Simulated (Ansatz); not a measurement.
We consider hcp Zr, described by PBE (Ansatz, a program for electronic structure, PAW).

Settings: plane-wave cutoff 520 eV, 18×18×12 k mesh (along the axes of the cell as run), Fermi–Dirac smearing 0.05 eV, scalar-relativistic PAW data made under PBE.

A third-order Birch–Murnaghan fit to the energies gives V0 = 23.389 Å³/atom, B0 = 93.3 GPa, B′ = 3.2.

```csv
V (Å³/atom),P (GPa)
22.456,?
22.924,1.94
23.391,-0.01
23.859,?
24.327,-3.44
```

Question: Estimate the withheld pressures from this fit; the answers are the runs' own values.

Answer: 
- 22.456, P (GPa): 4.06
- 23.859, P (GPa): -1.80

The formula P = (3/2) B0 (x^(7/3) − x^(5/3)) [1 + (3/4)(B′ − 4)(x^(2/3) − 1)] with x = V0/V meets the computed pressures within 0.01 GPa when these rounded values are put in.

Shape and atoms are relaxed at each volume.

Measured, for comparison: bulk modulus 95.9 GPa (zero-point energy and finite temperature contributions removed, our sources range from 84.3 to 95.9; as tabulated in doi:10.1021/acs.jctc.3c00612). Computed (rounded) less measured: bulk modulus not scored (sources differ).

Note: the bulk modulus comes from volumes at which shape and atoms were relaxed.

The computed numbers hold no vibrational or temperature effects.

Computing time: very roughly 4 core-minutes.
